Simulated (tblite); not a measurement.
Species: C3H5N3.
Geometry (GFN2-xTB, Å), atoms numbered from 1 in this order:
```xyz
11
C3H5N3 angstrom
C     -1.8026   -0.0362   -0.0193
N     -0.3721   -0.0053   -0.0128
N      0.3514   -1.0806    0.1793
C      1.6061   -0.6553    0.1294
C      1.5818    0.7217   -0.1012
N      0.3135    1.0977   -0.1851
H     -2.1964    0.4090    0.8964
H     -2.1171   -1.0751   -0.0850
H     -2.1753    0.5266   -0.8744
H      2.4329   -1.3222    0.2532
H      2.3832    1.4222   -0.2065
```

Computed values, GFN2-xTB/tblite, gas phase, harmonic and unscaled. Errors from tens to a few hundred cm⁻¹ against measured bands are possible. The optimisation stopped once no atom felt more than 0.01 eV/Å.

Lowest wavenumbers of the output (negative numbers stand for imaginary wavenumbers):
```
mode    cm-1
  1     -25.3
  2     232.0
  3     338.0
  4     643.3
  5     650.1
  6     719.1
  7     828.3
  8     838.4
  9     941.8
 10     981.5
 11    1026.6
 12    1092.2
 13    1099.9
 14    1116.5
 15    1326.1
```

Q: Is this structure a minimum?

A: Not by this Hessian. 1 mode is imaginary beyond 20i (25i cm⁻¹), so at this level the point lies at or near a first-order saddle. The curvature is small, so loose convergence or finite differences may be the whole cause.

Q: Which atoms move in the imaginary mode?

A: 25i: H9 (methyl hydrogen) 33 %, H7 (methyl hydrogen) 31 %, H8 (methyl hydrogen) 30 %. These are shares of the mass-weighted motion.

Q: What is the remedy?

A: Step along that mode in both directions, optimise again with tighter thresholds and repeat the frequencies. The zero-point energy of this point (53.1 kcal/mol) counts the 26 real modes alone, and thermal corrections from it aren't those of a minimum.
